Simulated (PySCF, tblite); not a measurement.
Species: C₅H₁₄P (charge +1).
SMILES with atom numbers: `[CH3:1][CH2:2][CH2:3][PH2+:4][CH2:5][CH3:6]` (hydrogens: H7, H8, H9 on C1; H10, H11 on C2; H12, H13 on C3; H14, H15 on P4; H16, H17 on C5; H18, H19, H20 on C6)

The geometry is computed with GFN2-xTB (gas phase).

Question: List the bond lengths, angles and torsions at this level.

Answer: 
```
                  bond  length (Å)   order
                 C1–C2       1.522  single
                 C2–C3       1.534  single
                 C3–P4       1.813  single
                 P4–C5       1.813  single
                 C5–C6       1.529  single
   C1–H7, C1–H8, C1–H9       1.089  single
        C2–H10, C2–H11       1.091  single
        C3–H12, C3–H13       1.096  single
        P4–H14, P4–H15       1.375  single
        C5–H16, C5–H17       1.095  single
C6–H18, C6–H19, C6–H20       1.088  single
```

Bonds in one row agree within 0.01 Å and their mean is given. Orders are formal, as drawn. A selection of angles:
```
     angle  degrees
  C2–C1–H7    110.8
  C2–C1–H8    110.1
  H7–C1–H8    107.7
  H7–C1–H9    109.1
  C1–C2–C3    111.9
 C1–C2–H10    109.8
 C3–C2–H10    108.1
 C3–C2–H11    109.7
H10–C2–H11    107.5
  C2–C3–P4    112.2
 C2–C3–H12    110.7
 P4–C3–H12    107.4
H12–C3–H13    107.8
  C3–P4–C5    113.4
 C3–P4–H14    109.9
 C3–P4–H15    111.5
 C5–P4–H14    108.5
 C5–P4–H15    108.1
H14–P4–H15    105.1
  P4–C5–C6    110.6
 P4–C5–H16    108.2
 C6–C5–H16    111.0
H16–C5–H17    107.7
 C5–C6–H18    111.3
 C5–C6–H19    109.7
H18–C6–H19    108.0
H18–C6–H20    108.6
```

Torsions: C1–C2–C3–P4 -55° (synclinal); C2–C3–P4–C5 -163° (antiperiplanar); C3–P4–C5–C6 -179° (antiperiplanar). The mirror-image conformer, all signs reversed, is as good.

P4 (phosphonium phosphorus) is distorted tetrahedral (angles from 105.1° to 113.4°). Of the pairs four or more bonds apart, P4···H7 is among the closest relative to their van der Waals radii: 2.75 Å, 92 % of the sum of Bondi's values.

Point group: C1 (no symmetry element, even within 0.4 Å). Its GFN2-xTB frequencies are all real (lowest 62 cm⁻¹). 3 starts were optimised and ended at 0.00, 0.03 and 1.83 kcal/mol (GFN2-xTB); the lowest of these is shown.
